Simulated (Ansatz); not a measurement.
C4H6S can be A, `C1=CSCC1`, or B, `C=C(C)C=S`.

Gas-phase electronic energies from Ansatz, PBE0-D4/def2-TZVP geometries. CCSD(T)/CBS adds triple-zeta CCSD(T) − MP2 to the extrapolated MP2 energy (def2 sets, frozen cores). Functionals use def2-TZVPP. B3LYP here is the variant with VWN-RPA as its local correlation; programs differ in this. One conformer a species, not always the lowest.

Problem. Which is lower in electronic energy at CCSD(T)/CBS, and by how much? (Best estimate.)

Solution. Computed: A, by 48.2 kJ/mol.

Problem. Give E(B) − E(A) in kJ/mol with ωB97M-V, HF/def2-TZVPP, B3LYP, r2SCAN-D4, CCSD(T)/def2-TZVPP, CCSD(T)/def2-SVP, PBE0-D4. (Best estimate.)

Solution. The calculation gave: ωB97M-V 54.0, HF/def2-TZVPP 38.3, B3LYP 30.8, r2SCAN-D4 46.1, CCSD(T)/def2-TZVPP 44.1, CCSD(T)/def2-SVP 30.4, PBE0-D4 60.2. None reverses the order clearly.

Problem. Does the order hold for the free energy at 298.15 K (harmonic terms from PBE0-D4)? (Best estimate.)

Solution. Computed: Yes: G(B) − G(A) = +38.5 kJ/mol, for one conformer each.

Largest T1 diagnostic: 0.015.

At CCSD(T), def2-SVP lies −17.9 kJ/mol from the extrapolated value and def2-TZVPP −4.1 kJ/mol. Leaving LDA and LC-ωPBE aside and taking each functional with its dispersion term where it has one, the values, not all of them listed here, spread over 42.3 kJ/mol, from BLYP-D4 to PBE-QIDH. LDA lies +22.0 kJ/mol from PBE without D4.
